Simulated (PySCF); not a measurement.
methane (CH₄), SMILES C.

Geometry optimised at B3LYP-D3(BJ)/def2-TZVPD.

All values below come from CAM-B3LYP/def2-TZVPD in PySCF.

The molecule is in vacuum.

Computed frontier levels, gap, dipole moment and polarisability:
```yaml
highest_occupied_level: -12.51 eV
lowest_empty_level: 1.06 eV
orbital_gap: 13.57 eV
dipole_moment: 0.000 e·Å
quadrupole, principal values (traceless, Buckingham form, about the centre of nuclear charge): 0.00, 0.00, 0.00 D·Å
mean_static_polarisability: 16.8 bohr³ (2.49 Å³)
polarisability_principal_values: 16.8, 16.8, 16.8 bohr³
```
